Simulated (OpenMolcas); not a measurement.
**AlH2F (SMILES [F][AlH2]): the energy, rung by rung**

The species is AlH2F (4 atoms), meant as a singlet with charge 0. As SMILES, `[F][AlH2]`. The shape comes from GFN2-xTB, which is rough for such elements, and wasn't checked as a minimum.

```xyz
4

F    -0.3464   -0.0150    1.5652
Al    0.0083    0.0003   -0.0373
H    -0.3870   -1.1977   -0.8985
H     0.7251    1.2124   -0.6294
```

Each level gives the energy change with the F1–Al2 bond stretched from 1.641 to 4.103 Å (eV). The values are calculated.

| level | kind | program | value (eV) | less FCI/STO-3G | CPU time (all runs) |
| --- | --- | --- | --- | --- | --- |
| HF/STO-3G (restricted) | Hartree–Fock | OpenMolcas | 11.45 | +5.96 | 3.9 s |
| MP2/STO-3G (restricted) | perturbation theory | OpenMolcas | 6.13 | +0.64 | 3.5 s |
| CASPT2(2,2)/STO-3G | multireference | OpenMolcas | 5.47 | -0.02 | 3 s |
| MRCI(2,2)/STO-3G | multireference | OpenMolcas | 5.43 | -0.06 | 3.2 s |
| ACPF/STO-3G (restricted) | coupled cluster or CI | OpenMolcas | -8.20 | -13.69 | 3.8 s |
| CISD/STO-3G (restricted) | coupled cluster or CI | OpenMolcas | 5.95 | +0.46 | 3.8 s |
| FCI/STO-3G | exact in the basis | OpenMolcas | 5.49 | 0.00 | 8.1 s |

FCI/STO-3G is exact within its basis and frozen core, so for wave-function methods in that basis the difference is their error. Spin-restricted single references rise too steeply as a bond breaks, Hartree–Fock most of all. Perturbation and coupled-cluster corrections on them can overshoot downwards. The first shape isn't each level's own minimum. The values span -8.20 to 11.45 eV. All rows use very small basis sets, so even the best lies far from the true value. CPU times are rough (shared hosts, several kinds of processor): they show what a rung costs within a factor of a few.
